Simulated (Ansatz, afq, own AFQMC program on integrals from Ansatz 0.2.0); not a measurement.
## Atomization energy of B₂H₂, triplet

```xyz
4

B     0.0000    0.0000    0.6756
B     0.0000    0.0000   -0.9095
H     0.0000    1.0479    1.2540
H     0.0000   -1.0479    1.2540
```

Connectivity, by distances: BH2–B.

Atoms in their ground-state spins without spin–orbit coupling (mostly on UHF) minus the molecule (UHF), without zero-point energy. The geometry is a stationary point, not shown to be a minimum.

Basis cc-pVTZ. Only valence electrons are correlated. Ansatz 0.2.0 and our own AFQMC program on the same integrals; the CISD trial comes from CCSD amplitudes, and released means the phaseless constraint is let go. ± is one standard error of the sampling. The errors of all members are added in quadrature.

No full CI on the walks' own integrals is used here; CCSDT(Q) serves as the reference and is uncertain by about the last step of the cluster series. Each member takes its own surest rung, up to full CI.

Errors are counted within cc-pVTZ, not against nature.

Cautions: B₂H₂ (triplet): lower spins were not checked, the ph-AFQMC/HF walk drifts between its halves (2.4 errors).

| level | atomization energy (eV) |
| --- | --- |
| CCSD | 10.551 |
| HF | 9.207 |

Question: From these cheaper values, estimate the atomization energy at the reference level in cc-pVTZ.

Answer: 10.685 eV (CCSDT(Q) in cc-pVTZ).

| level | atomization energy (eV) | error against CCSDT(Q) (eV) |
| --- | --- | --- |
| MP2 | 10.863 | 0.179 |
| CCSD(T) | 10.662 | -0.022 |
| ph-AFQMC/HF | 10.906 ± 0.024 | 0.221 ± 0.024 |
| ph-AFQMC/CISD | 10.681 ± 0.004 | -0.003 ± 0.004 |
| released AFQMC | 10.688 ± 0.005 | 0.003 ± 0.005 |

Correlation beyond CCSD(T) adds 0.022 eV. The perturbative (T) step is worth +0.111 eV.

A walk keeps the symmetry of its determinant, which the program's search chose and which needn't be the lowest solution, so a lower state of the same spin and another symmetry isn't excluded. Released energies are given only where the last usable release times agree within the noise; a slower fall can still hide under it.
